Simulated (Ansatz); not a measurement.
# BSiH2 (sextet): from Hartree-Fock to the top rungs, cc-pVDZ

Aim: climb from Hartree-Fock through coupled cluster for BSiH2 (sextet) at one geometry and basis, and see what each rung misses.

Computed with Ansatz 0.2.0, Gaussian basis. Level: cc-pVDZ, core rule «outside noble gas», up to 6 orbitals frozen.

To be run: UHF; CCSD(T) on ROHF; CCSD(T) on UHF; BCCD(T) on ROHF; CISD; CCSDT(Q) on ROHF; CCSDT(Q) on UHF; CCSDTQ on ROHF.

8 further runs of the same task are left out: 3 for a known fault of the program, 5 set aside as unsound or not needed.

### Step 1. What is computed

The geometry is a PBE0/def2-TZVP stationary point (not a proven minimum) of the parent state, kept for this charge and spin.

4 atoms, charge 0, spin multiplicity 6.

Atoms are counted from 1 here; the program's logs count them from 0.

Bond lengths: Si1–B2 1.871 Å, Si1–H3 1.488 Å, Si1–H4 1.488 Å. Angles: B2–Si1–H3 125.4°, B2–Si1–H4 125.4°, H3–Si1–H4 109.2°.

### Step 2. UHF

Contents of in.yaml:

```yaml
crystal:
  periodic: [false, false, false]
  atoms:
    - {symbol: Si, position_ang: [0.000000, 0.000000, 0.451790]}
    - {symbol: B, position_ang: [0.000000, 0.000000, -1.418773]}
    - {symbol: H, position_ang: [0.000000, 1.212692, 1.314369]}
    - {symbol: H, position_ang: [0.000000, -1.212692, 1.314369]}
basis:
  gaussian: {orbitals: cc-pVDZ}
magnetization: {spin_polarized: true, initial_magnetization: 5}
hamiltonian: {xc: hf}
output: {orbitals: {seedname: orbitals}}
```

Launch:

```console
$ ansatz run in.yaml --threads 1 --pin off --events-out ev --progress --plain --max-ram 4096MiB --backend cpu
```

After this run come: CCSD(T) on ROHF; CCSD(T) on UHF; BCCD(T) on ROHF; CISD; CCSDT(Q) on ROHF; CCSDT(Q) on UHF; CCSDTQ on ROHF.

Before running them: what should the planned runs give, taken together? Wanted: RCCSDTQ below the RHF energy; RMP2 from RCCSDTQ; UMP2 from RCCSDTQ; RCCSD from RCCSDTQ; RCCSD(T) from RCCSDTQ; UCCSD(T) from RCCSDTQ; RCCSDT(Q) from RCCSDTQ; UCCSDT(Q) from RCCSDTQ; T1 diagnostic.

**Answer**, as computed:

```
                         quantity                                                              value
     RCCSDTQ below the RHF energy                                                         -3.7102 eV
                RMP2 from RCCSDTQ                                                         +979.1 meV
                UMP2 from RCCSDTQ                                                         +976.5 meV
               RCCSD from RCCSDTQ                                                         +136.2 meV
            RCCSD(T) from RCCSDTQ                                                          +37.8 meV
            UCCSD(T) from RCCSDTQ                                                          +36.7 meV
           RCCSDT(Q) from RCCSDTQ                                                           +0.8 meV
           UCCSDT(Q) from RCCSDTQ                                                           -0.4 meV
levels within 1 kcal/mol (43 meV)  RCCSD(T), UCCSD(T), BCCD(T), RCCSDT, UCCSDT, RCCSDT(Q), UCCSDT(Q)
                    T1 diagnostic                                                              0.033
```

**Reading.** RCCSD(T) misses by +37.8 meV, 1.0 % of the correlation energy. These misses are within one basis, not against nature; the frozen cores of restricted and unrestricted runs differ, which can shift their rows.
